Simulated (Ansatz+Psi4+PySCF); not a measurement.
**doublet N₂H: levels of theory in one basis**

```xyz
3

N     0.0809   -0.6341    0.0028
N     0.0768    0.4740    0.0022
H    -1.1749    1.1457    0.0006
```

Basis set: cc-pVTZ (spherical functions). Correlated methods keep 2 orbitals frozen. Correlation on ROHF uses semicanonical orbitals with singles. Charge 0, multiplicity 2.

Computed with Ansatz (development build ahead of 0.2.0) and Psi4 1.11; each method stands on the lowest determinant of its kind that the runs found.

```json
{"method": "ROHF", "E − E(ROHF) (eV)": "0.00", "<S²> of the determinant": "0.75"}
{"method": "UHF", "E − E(ROHF) (eV)": "-0.37", "<S²> of the determinant": "0.87"}
{"method": "ROHF-MP2", "E − E(ROHF) (eV)": "-10.72", "<S²> of the determinant": "–"}
{"method": "ROHF-CCSD", "E − E(ROHF) (eV)": "-10.74", "<S²> of the determinant": "–"}
{"method": "UHF-CCSD", "E − E(ROHF) (eV)": "-10.76", "<S²> of the determinant": "0.87"}
{"method": "ROHF-CCSD(T)", "E − E(ROHF) (eV)": "-11.28", "<S²> of the determinant": "–"}
{"method": "UHF-CCSD(T)", "E − E(ROHF) (eV)": "-11.27", "<S²> of the determinant": "0.87"}
```

**Question.** What does UHF-MP2 give on the same scale?

**Answer.** -10.34 eV.

Caution for UHF, UHF-MP2, UHF-CCSD, UHF-CCSD(T): the unrestricted determinant is spin contaminated.
